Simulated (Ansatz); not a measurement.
Reaction (SMILES): [C]#N (C-N) → CN- (singlet, bonded as [C]#N) (an electron is taken up)
B3LYP-D3(BJ)/def2-TZVP geometries, fixed; electronic energies without zero-point terms; positive where energy is released.
Largest species:
```
C
N 1 1.1622
```
Charge 0, spin multiplicity 2.

Basis-set convergence of the adiabatic electron affinity at CCSD(T) with Ansatz (a program for electronic structure). All functions are spherical. Cores are frozen. The T1 diagnostic of CCSD is high for at least one species. An unrestricted Hartree-Fock determinant is markedly spin-contaminated. Open shells are unrestricted. No added dispersion term, no relativity. Functions are those of the species that has most. Reference: Hartree-Fock in aug-cc-pVQZ plus the correlation part extrapolated as X^-3 from aug-cc-pVTZ and aug-cc-pVQZ, 3.936 eV, itself unsure by roughly 0.014 eV (a third of the extrapolation step and of the last Hartree-Fock step). Deviations are taken from unrounded values.

| basis | functions | adiabatic electron affinity (eV) |
|---|---|---|
| cc-pVDZ | 28 | 2.808 |
| aug-cc-pVDZ | 46 | 3.735 |
| def2-SVP | 28 | 2.990 |
| def2-SVPD | 40 | 3.528 |
| pcseg-1 | 28 | 3.123 |
| aug-pcseg-1 | 46 | 3.719 |
| 6-311G** | 36 | 3.096 |
| 6-311+G** | 44 | 3.641 |
| cc-pVTZ | 60 | 3.492 |
| aug-cc-pVTZ | 92 | 3.866 |
| pcseg-2 | 60 | 3.682 |
| aug-pcseg-2 | 92 | 3.822 |
| def2-TZVPP | 62 | 3.680 |
| def2-TZVPPD | 74 | 3.799 |
| cc-pVQZ | 110 | 3.733 |
| aug-cc-pVQZ | 160 | 3.903 |
| def2-QZVPP | 114 | 3.802 |
| def2-QZVPPD | 126 | 3.874 |

What the diffuse functions change, pair by pair:
- cc-pVDZ to aug-cc-pVDZ: 18 more functions, deviation -1.128 to -0.201 eV
- def2-SVP to def2-SVPD: 12 more functions, deviation -0.946 to -0.408 eV
- pcseg-1 to aug-pcseg-1: 18 more functions, deviation -0.813 to -0.217 eV
- 6-311G** to 6-311+G**: 8 more functions, deviation -0.840 to -0.295 eV
- cc-pVTZ to aug-cc-pVTZ: 32 more functions, deviation -0.444 to -0.070 eV
- pcseg-2 to aug-pcseg-2: 32 more functions, deviation -0.254 to -0.114 eV
- def2-TZVPP to def2-TZVPPD: 12 more functions, deviation -0.256 to -0.137 eV
- cc-pVQZ to aug-cc-pVQZ: 50 more functions, deviation -0.203 to -0.033 eV
- def2-QZVPP to def2-QZVPPD: 12 more functions, deviation -0.134 to -0.062 eV

Leaving out the reference's own pair, they bring the value nearer the reference by more than 0.014 eV in 8 of 8 pairs.
